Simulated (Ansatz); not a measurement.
**H3NO (hydroxylamine) at wB97X/def2-TZVPP**

Aim: the vertical singlet–triplet gap of H3NO (hydroxylamine) at wB97X/def2-TZVPP, from 2 runs. 

Program for the calculation: Ansatz 0.2.0.

54 further runs of the same task are left out: 54 set aside as unsound or not needed.

## (1) The structure to begin with

H3NO has 5 atoms, charge 0, and is taken as a singlet. SMILES: `NO`. The shape is that of a PBE0-D4/def2-TZVP optimisation. This is one conformer, not always the lowest.

Bond lengths: N1–O2 1.422 Å, N1–H3 1.016 Å, N1–H4 1.016 Å, O2–H5 0.960 Å. Angles: N1–O2–H5 102.8°, O2–N1–H3 104.5°, O2–N1–H4 104.5°, H3–N1–H4 106.0°.

## (2) The energy at wB97X/def2-TZVPP

Contents of run.yaml:

```yaml
crystal:
  periodic: [false, false, false]
  atoms:
    - symbol: "N"
      position_ang: [-0.165120, -0.361290, -0.321170]
    - symbol: O
      position_ang: [0.364460, 0.666040, 0.508060]
    - symbol: H
      position_ang: [-0.162690, -1.190020, 0.266770]
    - symbol: H
      position_ang: [-1.141650, -0.109840, -0.446210]
    - symbol: H
      position_ang: [1.105010, 0.995100, -0.007440]
basis:
  gaussian:
    orbitals: def2-TZVPP
total_charge: 0
hamiltonian:
  xc: {name: wB97X}
accuracy: high
output: {orbitals: {seedname: orbitals}}
```

Started as:

```console
ansatz run run.yaml --threads 1 --pin off --max-ram 3480MiB --events-out events.jsonl --progress --plain --runs-dir runs
```

The log of the run:

```text
Warning: RAYON_NUM_THREADS=1 ignored (pool sized by the plan → 1); use --threads N
Functional definition: wB97X
  name "wB97X"
  parameter omega = 0.3/bohr
  parameter cx = 0.157706
  parameter cx1 = 0.726479
  parameter cx2 = 1.04760
  parameter cx3 = -5.70635
  parameter cx4 = 13.2794
  parameter css1 = -4.33879
  parameter css2 = 18.2308
  parameter css3 = -31.7430
  parameter css4 = 17.2901
  parameter cos1 = 2.37031
  parameter cos2 = -11.3995
  parameter cos3 = 6.58405
  parameter cos4 = -3.78132
  exchange = spin_sum(e_x_unif_sr(omega)*poly(b97_u_x, 1 - cx, cx1, cx2, cx3, cx4)) + cx*exact_x_sr(omega)
      + exact_x_lr(omega)
  correlation = spin_sum(e_c_pw_same_spin*poly(b97_u_same, 1, css1, css2, css3, css4))
      + integral(e_c_pw_opposite_spin*poly(b97_u_opposite, 1, cos1, cos2, cos3, cos4))
1821 factors; integrals over basis functions are off by at most 3.5e-9 eV
229 factors; integrals over basis functions are off by at most 1.6e-9 eV
mean field evaluation 1: about -3582.3392 eV, gradient 3.8e1 eV
mean field evaluation 2: about -3583.2351 eV, gradient 3.3e1 eV
mean field evaluation 4: about -3584.9048 eV, gradient 1.5e0 eV
mean field evaluation 8: about -3584.9072 eV, gradient 4.2e-2 eV
mean field evaluation 16: about -3584.9072 eV, gradient 5.9e-6 eV
mean field -3584.90720638 eV, -131.7429098973 hartree, gradient 2.3e-8 eV, S^2 0.000000; 0 other end points of the search recorded, 0 dependent functions left out
reference -3584.90720417 eV, -131.7429098157 hartree; 9, 9 occupied and 95, 95 virtual orbitals, 1821 factors
Total energy: -3584.90720417 eV, -131.7429098157 hartree
```

It took 9.9 s on 1 thread of Arm Neoverse V2, shared host; peak memory 0.34 GiB.

## (3) The triplet

Contents of job.yaml:

```yaml
crystal:
  periodic: [false, false, false]
  atoms:
    - {symbol: "N", position_ang: [-0.165120, -0.361290, -0.321170]}
    - {symbol: O, position_ang: [0.364460, 0.666040, 0.508060]}
    - {symbol: H, position_ang: [-0.162690, -1.190020, 0.266770]}
    - {symbol: H, position_ang: [-1.141650, -0.109840, -0.446210]}
    - {symbol: H, position_ang: [1.105010, 0.995100, -0.007440]}
basis:
  gaussian: {orbitals: def2-TZVPP}
magnetization: {spin_polarized: true, initial_magnetization: 2}
hamiltonian: {xc: {name: wB97X}}
accuracy: high
output: {orbitals: {seedname: orbitals}}
```

Started as:

```console
ansatz run job.yaml --threads 1 --pin off --max-ram 3480MiB --events-out events.jsonl --progress --plain --runs-dir runs
```

The log of the run, cut to the lines that bear on the results:

```text
Warning: RAYON_NUM_THREADS=1 ignored (pool sized by the plan → 1); use --threads N
[... 2 set-up lines as earlier in the session ...]
[...]
      + exact_x_lr(omega)
[...]
      + integral(e_c_pw_opposite_spin*poly(b97_u_opposite, 1, cos1, cos2, cos3, cos4))
1821 factors; integrals over basis functions are off by at most 3.5e-9 eV
229 factors; integrals over basis functions are off by at most 1.6e-9 eV
[...]
mean field -3577.99668806 eV, -131.4889530328 hartree, gradient 4.9e-8 eV, S^2 2.007833; 4 other end points of the search recorded, 0 dependent functions left out
reference -3577.99668701 eV, -131.4889529943 hartree; 10, 8 occupied and 94, 96 virtual orbitals, 1821 factors
Total energy: -3577.99668701 eV, -131.4889529943 hartree
```

Run time: 50 s. Hardware: 1 thread of Arm Neoverse V2, shared host; peak memory 0.51 GiB.

## (4) Results

At wB97X/def2-TZVPP:

| quantity | value |
| --- | --- |
| singlet: total energy | -131.74291 Eh |
| singlet: HOMO energy | -10.04 eV |
| singlet: LUMO energy | 3.33 eV |
| singlet: HOMO–LUMO gap | 13.37 eV |
| triplet: total energy | -131.48895 Eh |
| triplet: HOMO energy (highest over α and β) | -3.37 eV |
| triplet: LUMO energy (lowest over α and β) | -2.54 eV |
| triplet: ⟨S²⟩ | 2.008 |
| vertical energy of the triplet above the singlet | 6.911 eV |

In words: At this shape the triplet lies 6.91 eV (667 kJ/mol) above the singlet.
